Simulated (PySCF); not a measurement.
Compound: C4H7ClO.
Numbering: `[Cl:1][CH2:2][CH:3]1[CH2:4][O:5][CH2:6]1` (hydrogens: H7, H8 on C2; H9 on C3; H10, H11 on C4; H12, H13 on C6)

Geometry (PBE0-D3(BJ)/def2-SVP, Å), atoms numbered from 1 in this order:
```
atom  x, y, z in Å
Cl1    0.1196   -2.7607   -1.2079
C2    -0.7944   -1.4510   -0.4011
C3    -0.1313   -0.1168   -0.6220
C4    -0.6225    1.0294    0.2790
O5     0.6426    1.1402    0.9158
C6     1.2022    0.1106    0.1033
H7    -1.8160   -1.4693   -0.8064
H8    -0.8375   -1.7003    0.6693
H9    -0.1110    0.1201   -1.6955
H10   -1.4324    0.7640    0.9843
H11   -0.9138    1.9528   -0.2521
H12    2.0307    0.4743   -0.5283
H13    1.5634   -0.7513    0.6926
```

Method used: core-valence-separated Tamm–Dancoff BHandHLYP/aug-pcX-1 (pcseg-1 on H, def2-SVPD on Cl) in PySCF, non-relativistic, gas phase, PBE0-D3(BJ)/def2-SVP geometry. No empirical shift is added; at this level the pattern usually sits a few eV under experiment.

The lowest roots of each edge with f over 0.003 (five at most, numbered afresh; weaker and dark ones are left out), with transition dipoles (au) in the frame of the coordinates:

```
root  edge  E (eV)       μx       μy       μz
   1     C  285.01  -0.0498   0.0721   0.0453
   2     C  286.00  -0.0156  -0.0162   0.0474
   3     C  286.52  -0.0077   0.0548   0.0535
   4     C  286.58  -0.0363   0.0192  -0.0171
   5     C  286.63   0.0587   0.0243   0.0506
   6     O  532.94  -0.0173  -0.0136  -0.0211
   7     O  533.51  -0.0426   0.0212   0.0036
   8     O  533.99  -0.0136   0.0171   0.0161
   9     O  534.93   0.0030  -0.0195  -0.0108
  10     O  534.96   0.0345  -0.0073   0.0039
```

Task: What are the oscillator strengths?

Result: f = (2/3) ΔE |μ|², with ΔE in hartree (27.2114 eV):

| root | ΔE (Eh) | \|μ\|² (au) | f | core hole on |
| --- | --- | --- | --- | --- |
| 1 | 10.4739 | 0.009731 | 0.068 | C2 |
| 2 | 10.5102 | 0.002753 | 0.019 | C3 |
| 3 | 10.5295 | 0.005925 | 0.042 | C6 |
| 4 | 10.5317 | 0.001979 | 0.014 | C3 |
| 5 | 10.5336 | 0.006597 | 0.046 | C4 |
| 6 | 19.5851 | 0.000929 | 0.012 | O5 |
| 7 | 19.6061 | 0.002277 | 0.030 | O5 |
| 8 | 19.6236 | 0.000737 | 0.010 | O5 |
| 9 | 19.6583 | 0.000506 | 0.007 | O5 |
| 10 | 19.6593 | 0.001259 | 0.017 | O5 |

Task: Molecules are fixed in this frame and the field points along (0, 1, 1)/√2. What effective strengths 3 f cos²θ do the roots have (θ between field and μ)?

Result: root 1 (C2): 0.144, root 2 (C3): 0.010, root 3 (C6): 0.124, root 4 (C3): 0.000, root 5 (C4): 0.059, root 6 (O5): 0.024, root 7 (O5): 0.012, root 8 (O5): 0.022, root 9 (O5): 0.018, root 10 (O5): 0.000. Root 1 is the strongest. Averaged over all orientations cos²θ is 1/3, which gives f back.

One conformer stands for the species.
